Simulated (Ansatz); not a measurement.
```yaml
crystal:
  periodic: [false, false, false]
  atoms:
    - {symbol: C, position_ang: [-2.073533, -0.510633, -0.005706]}
    - {symbol: Si, position_ang: [-0.641921, 0.534119, 0.005245]}
    - {symbol: Cl, position_ang: [1.219186, -0.305502, -0.002781]}
    - {symbol: H, position_ang: [-0.288231, 1.947542, 0.019654]}
basis:
  gaussian: {orbitals: def2-TZVP}
magnetization: {spin_polarized: true, initial_magnetization: 2}
hamiltonian: {xc: pbe0}
relax: {f_tol: 0.004, max_steps: 80}
```

```sh
$ ansatz run in.yaml --threads 1 --pin off --events-out ev --progress --plain --max-ram 2176MiB
```

Steps of the relaxation (energy above the last step; positions in Å, forces in eV/Å):

```
4
step 1, 83.3 meV
C    -2.074   -0.511   -0.006   -0.914   -0.371   -0.004
Si   -0.642    0.534    0.005    1.126   -0.249   -0.002
Cl    1.219   -0.306   -0.003    0.001   -0.065   -0.001
H    -0.288    1.948    0.020   -0.213    0.685    0.007
```

```
4
step 2, 21.0 meV
C    -2.091   -0.484   -0.005   -0.439   -0.103   -0.001
Si   -0.601    0.515    0.005    0.579   -0.117   -0.001
Cl    1.254   -0.341   -0.003   -0.062    0.104    0.001
H    -0.346    1.976    0.020   -0.079    0.116    0.001
```

```
4
step 3, 1.8 meV
C    -2.146   -0.435   -0.005    0.159    0.099    0.001
Si   -0.566    0.469    0.005   -0.152    0.063    0.001
Cl    1.308   -0.325   -0.003    0.006    0.011    0.000
H    -0.381    1.956    0.020   -0.013   -0.173   -0.002
```

```
4
step 4, 0.1 meV
C    -2.142   -0.431   -0.005    0.035    0.031    0.000
Si   -0.568    0.471    0.005   -0.030   -0.012    0.000
Cl    1.307   -0.322   -0.003   -0.002    0.010    0.000
H    -0.381    1.949    0.020   -0.003   -0.028    0.000
```

```
4
step 5, 0.0 meV
C    -2.143   -0.427   -0.005    0.000    0.002    0.000
Si   -0.568    0.468    0.005    0.001   -0.002    0.000
Cl    1.309   -0.320   -0.003    0.001    0.000    0.000
H    -0.383    1.944    0.020   -0.001    0.000    0.000
```

Close pairs at the end: Si2–H4 1.488 Å, C1–Si2 1.812 Å, Si2–Cl3 2.036 Å.

A stationary point of unrestricted PBE0 after 5 steps, with ⟨S²⟩ = 2.007 against 2.00 for a pure state; no frequencies were run, so it isn't proven a minimum. 32 s on 1 thread of Intel Xeon 6975P-C, shared host.
